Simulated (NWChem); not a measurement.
System: ammonia (NH3); SMILES N

NWChem printed, in part:

```
             Northwest Computational Chemistry Package (NWChem) 7.3.0
             --------------------------------------------------------

 C3V symmetry detected

                             Geometry "geometry" -> ""
                             -------------------------

 Output coordinates in angstroms (scale by  1.889725989 to convert to a.u.)

  No.       Tag          Charge          X              Y              Z
 ---- ---------------- ---------- -------------- -------------- --------------
    1 N                    7.0000     0.00000000     0.00000000     0.11005021
    2 H                    1.0000     0.66742531     0.66742531    -0.25678381
    3 H                    1.0000     0.24429462    -0.91171993    -0.25678381
    4 H                    1.0000    -0.91171993     0.24429462    -0.25678381

 Effective nuclear repulsion energy (a.u.)      11.9448496027

      Symmetry information
      --------------------

 Group name             C3v
 Group number             17
 Group order               6
 No. of unique centers     2

                                Z-matrix (autoz)
                                --------

 Units are Angstrom for bonds and degrees for angles

      Type          Name      I     J     K     L     M      Value
      ----------- --------  ----- ----- ----- ----- ----- ----------
    1 Stretch                  1     2                       1.01266
    2 Stretch                  1     3                       1.01266
    3 Stretch                  1     4                       1.01266
    4 Bend                     2     1     3               107.64778
    5 Bend                     2     1     4               107.64778
    6 Bend                     3     1     4               107.64778
    7 Torsion                  2     1     3     4        -115.78906
    8 Torsion                  2     1     4     3         115.78906
    9 Torsion                  3     1     2     4         115.78906
   10 Torsion                  2     4     1     3        -115.78906
   11 Torsion                  3     2     1     4        -115.78906
   12 Torsion                  2     3     1     4         115.78906

  pbe96 is a nonlocal functional; adding pw91lda local functional.

                           NWChem Geometry Optimization
                           ----------------------------

 maximum gradient threshold         (gmax) =   0.000450
 rms gradient threshold             (grms) =   0.000300
 maximum cartesian step threshold   (xmax) =   0.001800
 rms cartesian step threshold       (xrms) =   0.001200
 fixed trust radius                (trust) =   0.300000
 source of zmatrix                         =   autoz

          -------------------
          Energy Minimization
          -------------------

 Using diagonal initial Hessian
 Scaling for Hessian diagonals: bonds = 1.00  angles = 0.25  torsions = 0.10

          --------
          Step   0

                                 NWChem DFT Module
                                 -----------------

[...]

      ----------------------
      Optimization converged
      ----------------------

  Step       Energy      Delta E   Gmax     Grms     Xrms     Xmax
  ---- ---------------- -------- -------- -------- -------- --------
@    5     -56.43312941 -7.0D-08  0.00001  0.00001  0.00032  0.00079
                                     ok       ok       ok       ok

                                Z-matrix (autoz)
                                --------

 Units are Angstrom for bonds and degrees for angles

      Type          Name      I     J     K     L     M      Value     Gradient
      ----------- --------  ----- ----- ----- ----- ----- ---------- ----------
    1 Stretch                  1     2                       1.03095   -0.00001
    2 Stretch                  1     3                       1.03095   -0.00001
    3 Stretch                  1     4                       1.03095   -0.00001
    4 Bend                     2     1     3               104.00586   -0.00000
    5 Bend                     2     1     4               104.00586   -0.00000
    6 Bend                     3     1     4               104.00586   -0.00000
    7 Torsion                  2     1     3     4        -108.62048    0.00000
    8 Torsion                  2     1     4     3         108.62048   -0.00000
    9 Torsion                  3     1     2     4         108.62048   -0.00000
   10 Torsion                  2     4     1     3        -108.62048    0.00000
   11 Torsion                  3     2     1     4        -108.62048    0.00000
   12 Torsion                  2     3     1     4         108.62048   -0.00000

                         Geometry "geometry" -> "geometry"
                         ---------------------------------

 Output coordinates in angstroms (scale by  1.889725989 to convert to a.u.)

  No.       Tag          Charge          X              Y              Z
 ---- ---------------- ---------- -------------- -------------- --------------
    1 N                    7.0000     0.00000000     0.00000000     0.15558498
    2 H                    1.0000     0.66334798     0.66334798    -0.27196207
    3 H                    1.0000     0.24280221    -0.90615019    -0.27196207
    4 H                    1.0000    -0.90615019     0.24280221    -0.27196207

 Effective nuclear repulsion energy (a.u.)      11.7561348548

      Symmetry information
      --------------------

 Group name             C3v
 Group number             17
 Group order               6
 No. of unique centers     2

                Final and change from initial internal coordinates
                --------------------------------------------------

                                Z-matrix (autoz)
                                --------

 Units are Angstrom for bonds and degrees for angles

[...]
```

Level: PBE/def2-SVP. 

### Question
Which NWChem input produces such a log?

### Answer
Several could match; the one computed here: the input that was run:
```
start job
memory heap 200 mb stack 900 mb global 1100 mb
geometry units angstroms
  N      0.000731    -0.000729     0.065124
  H     -0.569493    -0.751896    -0.303755
  H     -0.374350     0.871189    -0.287801
  H      0.933689    -0.109176    -0.313436
end
basis spherical
  * library def2-svp
end
dft
  xc xpbe96 cpbe96
  iterations 150
end
driver
  maxiter 150
end
task dft optimize
```
